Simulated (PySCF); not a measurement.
Run record: geometry optimisation, `C#C` (acetylene).

Method: CAM-B3LYP/def2-TZVP geometry optimisation, gas phase (PySCF 2.14.0). Start geometry: GFN2-xTB. The input is one job of a driver script: a line of settings, then coordinates in Å.

Input:
```
{"job": {"xc": "CAM-B3LYP", "basis": "def2-TZVP", "grid": 1, "kind": "geom"}, "charge": 0, "multiplicity": 1}
C      0.539611    -0.005575     0.577130
C     -0.534464     0.007856     0.056156
H      1.484013    -0.017299     1.035275
H     -1.478926     0.019791    -0.401860
```

Output:
```
step   0  E = -77.31346356  max force = 0.013951
step   1  E = -77.31374100  max force = 0.001523
step   2  E = -77.31374426  max force = 0.000205
optimisation converged
```

Energies in Eh; «max force» is the largest Cartesian gradient component in Eh/bohr.

Problem. Give the first gradient maximum in eV/Å.

Solution. With 1 Eh/bohr = 51.422 eV/Å, 0.717 eV/Å.

Summary of the converged run: final energy -77.31374 Eh after 2 steps; dipole 0.00 D.

Problem. Give the final coordinates.

Solution. 0.009 Å rms from the input after alignment:
```
atom  x, y, z in Å
C1     0.5421   -0.0055    0.5695
C2    -0.5371    0.0086    0.0639
H3     1.5025   -0.0179    1.0253
H4    -1.4975    0.0210   -0.3918
```

The run took 2.2 s on one thread, Arm Neoverse V1 (aarch64), no GPU, shared host, and the process peaked at 0.36 GiB of memory.
Labels such as C1 count atoms from 1, the log's own numbers from 0.
